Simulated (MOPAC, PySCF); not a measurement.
H2S, SMILES `S`, neutral singlet in the gas phase. 

Z-matrix (Å, degrees):
```
S
H 1 1.3519
H 1 1.3519 2 92.09
```
Charge 0, spin multiplicity 1.

All levels are single points at this geometry (B3LYP-D3(BJ)/def2-SVP); Pople sets use spherical d functions. Orbital energies aren't observables, and empty levels follow the basis.

```tsv
level	HOMO (eV)	LUMO (eV)	gap (eV)	dipole (D)	vertical IE, Delta-SCF (eV)
ωB97X-D3(BJ)/def2-TZVP in PySCF	-10.00	2.69	12.69	1.16	10.48
B3LYP/3-21G in PySCF	-7.21	0.86	8.06	1.79	–
B3LYP/6-311+G** in PySCF	-7.28	-0.27	7.02	1.35	–
B3LYP/6-31G* in PySCF	-7.12	0.50	7.61	1.42	10.38
BP86/6-31G* in PySCF	-6.18	-0.36	5.82	1.47	–
PBE/6-31G* in PySCF	-6.07	-0.26	5.81	1.49	10.32
SVWN5/6-31G* in PySCF	-6.13	-0.33	5.80	1.58	10.53
HF/6-31G* in PySCF	-10.46	4.46	14.92	1.38	9.26
AM1 in MOPAC	-9.49	0.92	10.41	1.91	–
```
